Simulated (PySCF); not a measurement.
# H3NO (hydroxylamine) at CISD/STO-6G

Aim: the energy change on altering one bond length of H3NO (hydroxylamine) at CISD/STO-6G, from 2 runs. The job is set up through a Python script.

Program for the calculation: PySCF 2.14.0.

10 further runs of the same task are left out: 2 that didn't finish, 8 set aside as unsound or not needed.

## 1. The system as given

H3NO: 5 atoms, total charge 0, spin state singlet. SMILES: `NO`. Geometry: relaxed at GFN2-xTB. This is one conformer, not always the lowest.

Bond lengths: N1–O2 1.432 Å, N1–H3 1.020 Å, N1–H4 1.020 Å, O2–H5 0.966 Å. Angles: N1–O2–H5 105.0°, O2–N1–H3 105.6°, O2–N1–H4 105.6°, H3–N1–H4 107.4°.

## 2. A single-point energy at CISD/STO-6G

Input file input.xyz:

```xyz
5
H3NO
N     -0.178910    -0.366440    -0.312920
O      0.371730     0.674250     0.501760
H     -0.161770    -1.206140     0.265260
H     -1.156690    -0.114310    -0.454620
H      1.125640     1.012630     0.000530
```

Input file job.py:

```python
from pyscf import gto, scf, ci

mol = gto.M(
    atom='input.xyz',
    spin=0,
    max_memory=1860,
    basis='sto-6g',
    verbose=4,
)

mf = scf.RHF(mol)
mf.conv_tol = 1e-10
mf.kernel()
if not mf.converged:
    mf = mf.newton().run(mf.mo_coeff, mf.mo_occ)

cisd = ci.CISD(mf, frozen=2)
cisd.kernel()
e_final = cisd.e_tot
print('E = %.10f Eh' % e_final)
```

Command:

```
$ OMP_NUM_THREADS=1 python job.py
```

The log of the run:

```text
PySCF version 2.14.0

[INPUT] num. atoms = 5
[INPUT] num. electrons = 18
[INPUT] charge = 0
[INPUT] spin (= nelec alpha-beta = 2S) = 0
[INPUT] symmetry False subgroup None
[INPUT] Mole.unit = angstrom
[INPUT] Symbol           X                Y                Z      unit          X                Y                Z       unit  Magmom
[INPUT]  1 N     -0.178910000000  -0.366440000000  -0.312920000000 AA   -0.338090900946  -0.692471241086  -0.591333098899 Bohr   0.0
[INPUT]  2 O      0.371730000000   0.674250000000   0.501760000000 AA    0.702467892285   1.274147839488   0.948188980262 Bohr   0.0
[INPUT]  3 H     -0.161770000000  -1.206140000000   0.265260000000 AA   -0.305700995171  -2.279274267883   0.501268751802 Bohr   0.0
[INPUT]  4 H     -1.156690000000  -0.114310000000  -0.454620000000 AA   -2.185827311023  -0.216014593299  -0.859107290750 Bohr   0.0
[INPUT]  5 H      1.125640000000   1.012630000000   0.000530000000 AA    2.127151314855   1.913593365518   0.001001554846 Bohr   0.0

nuclear repulsion = 39.3019440603771
number of shells = 9
number of NR pGTOs = 78
number of NR cGTOs = 13
basis = sto-6g
ecp = {}

******** <class 'pyscf.scf.hf.RHF'> ********
method = RHF
initial guess = minao
damping factor = 0
level_shift factor = 0
DIIS = <class 'pyscf.scf.diis.CDIIS'>
diis_start_cycle = 1
diis_space = 8
diis_damp = 0
SCF conv_tol = 1e-10
SCF conv_tol_grad = None
SCF max_cycles = 50
direct_scf = True
direct_scf_tol = 1e-13
Set gradient conv threshold to 1e-05
Initial guess from minao.
init E= -130.528445026496
  HOMO = -0.234614978623847  LUMO = 0.258598004875392  gap/eV = 13.42101
cycle= 1 E= -130.464664802294  delta_E= 0.0638  |g|=  0.3  |ddm|= 2.64
  HOMO = -0.279280892609011  LUMO = 0.579204504867711  gap/eV = 23.36058
cycle= 2 E= -130.500600966054  delta_E= -0.0359  |g|= 0.0641  |ddm|= 0.498
  HOMO = -0.327487404128246  LUMO = 0.532255405031789  gap/eV = 23.39479
cycle= 3 E= -130.502093852086  delta_E= -0.00149  |g|= 0.0173  |ddm|= 0.0877
  HOMO = -0.338709169903184  LUMO = 0.524525142071701  gap/eV = 23.48980
cycle= 4 E= -130.502299235448  delta_E= -0.000205  |g|= 0.00533  |ddm|= 0.0453
  HOMO = -0.337014526390066  LUMO = 0.526218424492005  gap/eV = 23.48977
cycle= 5 E= -130.502321498741  delta_E= -2.23e-05  |g|= 0.00111  |ddm|= 0.0177
  HOMO = -0.337140174366689  LUMO = 0.526188223041084  gap/eV = 23.49236
cycle= 6 E= -130.502322665792  delta_E= -1.17e-06  |g|= 0.000142  |ddm|= 0.00454
  HOMO = -0.337151285306238  LUMO = 0.526194555904115  gap/eV = 23.49284
cycle= 7 E= -130.502322684226  delta_E= -1.84e-08  |g|= 2.3e-05  |ddm|= 0.000503
  HOMO = -0.337148408591316  LUMO = 0.526187117059798  gap/eV = 23.49256
cycle= 8 E= -130.502322684658  delta_E= -4.32e-10  |g|= 3.28e-06  |ddm|= 8.52e-05
  HOMO = -0.337148837603622  LUMO = 0.526187590564981  gap/eV = 23.49258
cycle= 9 E= -130.502322684665  delta_E= -7.53e-12  |g|= 4.91e-07  |ddm|= 9.65e-06
  HOMO = -0.337148667939838  LUMO = 0.526187420066432  gap/eV = 23.49257
Extra cycle  E= -130.502322684666  delta_E= -2.27e-13  |g|= 1.95e-07  |ddm|= 9.13e-07
converged SCF energy = -130.502322684666

******** <class 'pyscf.ci.cisd.RCISD'> ********
CISD nocc = 7, nmo = 11
frozen orbitals 2
max_cycle = 50
direct = 0
conv_tol = 1e-09
max_cycle = 50
max_space = 12
lindep = 0
nroots = 1
Init t2, MP2 energy = -0.0826956982614956
RCISD converged
E(RCISD) = -130.6104133802049  E_corr = -0.1080906955393286
E = -130.6104133802 Eh
```

It took 0.78 s on 1 thread of Arm Neoverse V1, shared host; peak memory 0.1 GiB.

## 3. The distorted shape

Input file start.xyz:

```xyz
5
H3NO
N     -1.535959    -0.975529     0.589301
O     -0.985319     0.065161     1.403981
H     -1.518819    -1.815229     1.167481
H     -2.513739    -0.723399     0.447601
H      1.125640     1.012630     0.000530
```

Input file calc.py:

```python
from pyscf import gto, scf, ci

mol = gto.M(
    atom='start.xyz',
    basis='sto-6g',
    verbose=3,
    spin=0,
    max_memory=1860,
)

mf = scf.RHF(mol)
mf.conv_tol = 1e-10
mf.kernel()
if not mf.converged:
    mf = mf.newton().run(mf.mo_coeff, mf.mo_occ)

cisd = ci.CISD(mf, frozen=2)
cisd.kernel()
energy = cisd.e_tot
print('Final energy', energy)
```

Command:

```
$ OMP_NUM_THREADS=1 python calc.py
```

The log of the run:

```text
converged SCF energy = -130.130038099464
E(RCISD) = -130.4438072436074  E_corr = -0.3137691441437855
Final energy -130.44380724360735
```

Run time: 0.89 s. Hardware: 1 thread of Arm Neoverse V1, shared host; peak memory 0.1 GiB.

## 4. Results

At CISD/STO-6G, 2 core orbitals frozen:

```
                                                         quantity          value
                                        first shape: total energy  -130.61041 Eh
                first shape: dipole moment (Hartree–Fock density)         0.39 D
                 first shape: HOMO energy (Hartree–Fock orbitals)       -9.17 eV
                 first shape: LUMO energy (Hartree–Fock orbitals)       14.32 eV
               first shape: HOMO–LUMO gap (Hartree–Fock orbitals)       23.49 eV
         first shape: correlation energy (2 core orbitals frozen)     -108.1 mEh
                                    distorted shape: total energy  -130.44381 Eh
            distorted shape: dipole moment (Hartree–Fock density)         2.07 D
             distorted shape: HOMO energy (Hartree–Fock orbitals)       -4.77 eV
             distorted shape: LUMO energy (Hartree–Fock orbitals)        1.21 eV
           distorted shape: HOMO–LUMO gap (Hartree–Fock orbitals)        5.98 eV
     distorted shape: correlation energy (2 core orbitals frozen)     -313.8 mEh
energy change with the O2–H5 bond stretched from 0.966 to 2.706 Å       4.534 eV
```

One bond (distorted shape) is far stretched, which a spin-restricted single reference describes badly; a broken-symmetry solution may lie lower. With the O2–H5 bond stretched from 0.966 to 2.706 Å the energy rises by 4.53 eV (437 kJ/mol). The first shape isn't relaxed at this level, so the change isn't measured from a minimum. A restricted reference can't describe the breaking bond well at this length. The minimal basis adds a large error of its own. Mulliken charges (first shape) of the mean-field density run from -0.31 on N1 to +0.21 on H5; they depend strongly on the basis. Mulliken charges (distorted shape) of the mean-field density run from -0.29 on N1 to +0.19 on H4; they depend strongly on the basis.
